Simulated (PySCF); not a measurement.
C4H5F.
InChI=1S/C4H5F/c5-4-2-1-3-4/h2H,1,3H2

Computed, not measured: PBE0-D3(BJ)/def2-SVP geometry optimisation, gas phase in PySCF 2.14.0.

Take the most abundant isotopes and a rigid rotor. 

Question: Give the principal moments of inertia and the rotational constants in MHz.

Answer: Ia = 41.00, Ib = 111.85, Ic = 146.36 u·Å²; 505379 MHz·u·Å²/I gives A = 12327, B = 4518, C = 3453 MHz.

Question: What kind of rotor is it?

Answer: An asymmetric top. Ray's parameter κ = (2B − A − C)/(A − C) = -0.760; −1 is the prolate and +1 the oblate limit.

Question: Is it planar, by Δ = Ic − Ia − Ib?

Answer: Not planar: Δ = Ic − Ia − Ib = -6.49 u·Å². For a rigid frame Δ = −2 Σ m c², so Σ m c² = 3.24 u·Å² lies off the ab plane, practically all of it from hydrogen. The atom farthest from that plane is 0.90 Å away.

Question: Give the coordinates in the principal-axis frame, origin at the centre of mass.

Answer: The sense of each axis is arbitrary; atoms in the order of the calculation.
```json
{"atom": "F1", "mass (u)": "18.998", "a (Å)": "1.735", "b (Å)": "-0.023", "c (Å)": "0.000"}
{"atom": "C2", "mass (u)": "12.000", "a (Å)": "0.419", "b (Å)": "0.045", "c (Å)": "-0.001"}
{"atom": "C3", "mass (u)": "12.000", "a (Å)": "-0.455", "b (Å)": "1.056", "c (Å)": "0.000"}
{"atom": "C4", "mass (u)": "12.000", "a (Å)": "-1.624", "b (Å)": "0.091", "c (Å)": "-0.001"}
{"atom": "C5", "mass (u)": "12.000", "a (Å)": "-0.577", "b (Å)": "-1.068", "c (Å)": "0.001"}
{"atom": "H6", "mass (u)": "1.008", "a (Å)": "-0.377", "b (Å)": "2.143", "c (Å)": "0.006"}
{"atom": "H7", "mass (u)": "1.008", "a (Å)": "-2.263", "b (Å)": "0.117", "c (Å)": "-0.898"}
{"atom": "H8", "mass (u)": "1.008", "a (Å)": "-2.265", "b (Å)": "0.118", "c (Å)": "0.895"}
{"atom": "H9", "mass (u)": "1.008", "a (Å)": "-0.586", "b (Å)": "-1.712", "c (Å)": "-0.894"}
{"atom": "H10", "mass (u)": "1.008", "a (Å)": "-0.585", "b (Å)": "-1.704", "c (Å)": "0.901"}
```

Question: Where do the levels up to J = 2 lie, in MHz?

Answer: Above 0(0,0):
J = 1: 1(0,1) 7971, 1(1,1) 15780, 1(1,0) 16845
J = 2: 2(0,2) 23813, 2(1,2) 30657, 2(1,1) 33853, 2(2,1) 57278, 2(2,0) 57380
Those of J = 1 are B + C, A + C and A + B.

Question: Predict some low-J microwave lines.

Answer: The dipole components are |μa| = 1.30 D, |μb| = 0.26 D, |μc| = 0.00 D; the mirror of this Cs structure is the ab plane, so μc vanishes by symmetry (the 0.01 D computed is a residue) and there are no c-type lines. The squared components, which scale the intensities, stand as 1.00 : 0.04 (a : b). Some of the stronger lines:

```
type  branch         J(Ka,Kc)    MHz  lower level (cm⁻¹)
   a       Q  1(1,0) ← 1(1,1)   1065               0.526
   a       Q  2(1,1) ← 2(1,2)   3196               1.023
   a       R  1(0,1) ← 0(0,0)   7971               0.000
   b       R  2(0,2) ← 1(1,1)   8033               0.526
   b       Q  1(1,0) ← 1(0,1)   8874               0.266
   b       Q  2(1,1) ← 2(0,2)  10041               0.794
   a       R  2(1,2) ← 1(1,1)  14877               0.526
   b       R  1(1,1) ← 0(0,0)  15780               0.000
   a       R  2(0,2) ← 1(0,1)  15841               0.266
   a       R  2(1,1) ← 1(1,0)  17008               0.562
   b       R  2(1,2) ← 1(0,1)  22686               0.266
   b       Q  2(2,0) ← 2(1,1)  23527               1.129
   b       Q  2(2,1) ← 2(1,2)  26621               1.023
   b       R  2(2,1) ← 1(1,0)  40433               0.562
   b       R  2(2,0) ← 1(1,1)  41600               0.526
```

Question: Estimate the classical rotational partition function at 50 K, 100 K and 200 K.

Answer: Point group Cs, symmetry number σ = 1; q = (√π/σ)·√((kT/h)³/(ABC)), k/h = 20836.6 MHz/K: 4300 at 50 K, 12200 at 100 K, 34400 at 200 K.

No frequency check. No vibrational averaging or centrifugal distortion is included, and the geometry carries the error of its method.

The run took 24 s on one thread, Arm Neoverse V1 (aarch64), on a shared host, and the process peaked at 0.39 GiB of memory. This is the geometry optimisation.
